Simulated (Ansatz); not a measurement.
Total energies of the cluster S3⁺ from Ansatz at PBE-D4/def2-TZVP, gas phase (1 Eh = 27.2114 eV = 2625.5 kJ/mol). The reference geometry is relaxed at PBE-D4/def2-TZVP.

Cartesian coordinates in Å:
```
S -0.231 -0.241 1.182
S -0.287 -0.789 -0.759
S 0.518 1.030 -0.424
```

| state | geometry | energy (Eh) |
| --- | --- | --- |
| charge 1 doublet | reference | -1193.77779 |
| charge 0 singlet | reference | -1194.09167 |
| charge 1 quartet | relaxed at PBE-D4/def2-TZVP | -1193.74391 |

Question: Work out the vertical electron affinity, to the singlet.

Answer: E(charge 1 doublet) − E(charge 0 singlet) = -1193.77779 − (-1194.09167) = 0.31388 Eh = 8.54 eV.

Question: Which of the charge 1 states is lowest, and how far above it are the others?

Answer: The doublet. quartet: -1193.74391 − (-1193.77779) = 0.03388 Eh = 89.0 kJ/mol. The quartet differs in its bonds from the reference.

The structure comes from a short search, and lower isomers may exist.
